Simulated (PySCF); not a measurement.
Compound: SiH4.
Atom-mapped SMILES: `[SiH4:1]` (hydrogens: H2, H3, H4, H5 on Si1)

Cartesian coordinates in Å at the PBE0-D3(BJ)/def2-SVP level; atoms count from 1:
```xyz
5
SiH4 angstrom
Si    -0.0175    0.0047   -0.0120
H     -0.3567    1.2683   -0.7310
H     -0.7222   -1.1410   -0.6595
H      1.4570   -0.2204   -0.0711
H     -0.4479    0.1118    1.4135
```

Level of theory: PBE0-D3(BJ)/def2-SVP geometry optimisation, gas phase (PySCF 2.14.0).

Take the most abundant isotopes and a rigid rotor. 

Problem. What are A, B and C (MHz)?

Solution. Ia = 5.99, Ib = 5.99, Ic = 5.99 u·Å²; 505379 MHz·u·Å²/I gives A = 84398, B = 84372, C = 84365 MHz.

Problem. What kind of rotor is it?

Solution. A spherical top, as the point group Td requires three equal moments; the computed ones differ by 0.04 % because the geometry is symmetric only within the optimiser's tolerance.

The point group Td allows no dipole (computed: 0.00 D), so a rigid rotor has no electric-dipole lines.

Problem. Estimate the classical rotational partition function at 200 K and 500 K.

Solution. Point group Td, symmetry number σ = 12; q = (√π/σ)·√((kT/h)³/(ABC)), k/h = 20836.6 MHz/K: 51.3 at 200 K, 203 at 500 K.

PBE0-D3(BJ)/def2-SVP frequencies: not computed here. Zero-point vibration and centrifugal distortion are left out.
